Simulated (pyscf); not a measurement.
Single points on ωB97X-D3(BJ)/def2-SVP structures (PySCF, gas phase).

Q: For the elementary gas-phase step `[F][Sn]([Cl])([Cl])[SeH]` + `[ClH]` → `[Cl][Sn]([Cl])([Cl])[SeH]` + `[FH]` (singlet surface; F–Sn, Cl–H broken, Cl–Sn, F–H formed), what barrier and reaction energy does ωB97M-D3(BJ)/def2-TZVP give, measured from the separated reactants?

A: ΔE‡ = 37.4 kJ/mol, ΔE = -29.8 kJ/mol. Zero-point energy shifts the barrier by +3.4 kJ/mol. It is a four-centre exchange, with an imaginary mode of 295i cm⁻¹. On the reactant side the descent ends in a complex, 19.1 kJ/mol under the separated species and 44.2 kJ/mol under the saddle at ωB97X-D3(BJ)/def2-TZVP. On the product side the descent ends in a complex, 25.1 kJ/mol under the separated species and 92.2 kJ/mol under the saddle at ωB97X-D3(BJ)/def2-TZVP. At ωB97X-D3(BJ) the barrier from the zero used here is 25.1 kJ/mol. One saddle was located; it need not be the lowest between these sides. Elements up to Kr have no core potential and no relativistic terms here. Elements past Kr carry the def2 core potentials, without spin-orbit coupling.
